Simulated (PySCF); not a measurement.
# Working with the constants of SiH

UHF-CCSD(T) constants of SiH, ²Π (doublet), unpaired electrons π ↑ (basis Si pcseg-2, H pcseg-2; no relativity; PySCF 2.14; masses 27.9769 and 1.0078 u):

| Quantity | Value |
| --- | --- |
| ωe | 2068.0 cm⁻¹ |
| ωexe | 35.4 cm⁻¹ |
| Be | 7.51 cm⁻¹ |
| αe | 0.211 cm⁻¹ |
| D (centrifugal) | 0.000396 cm⁻¹ |
| De to Si + H | 3.15 eV |

(1) Give the vibrational terms G(v) and spacings up to v = 6.

(2) How well does the Morse estimate ωe²/(4ωexe) reproduce De, and what is D0?

Correlated steps freeze 5 core orbitals. The state is the lowest determinant that a PBE0 search found; another state may lie lower at other levels.

Results:

(1) G(v) = ωe(v+½) − ωexe(v+½)².

```tsv
v	G(v) (cm⁻¹)	G(v) − G(v−1)	Bv (cm⁻¹)
0	1025		7.404
1	3022	1997	7.194
2	4949	1926	6.982
3	6804	1856	6.771
4	8589	1785	6.560
5	10303	1714	6.349
6	11946	1643	6.138
```

(2) It gives 3.74 eV, 119 % of the computed De. D0 = De − G(0) = 3.15 − 0.13 = 3.02 eV.
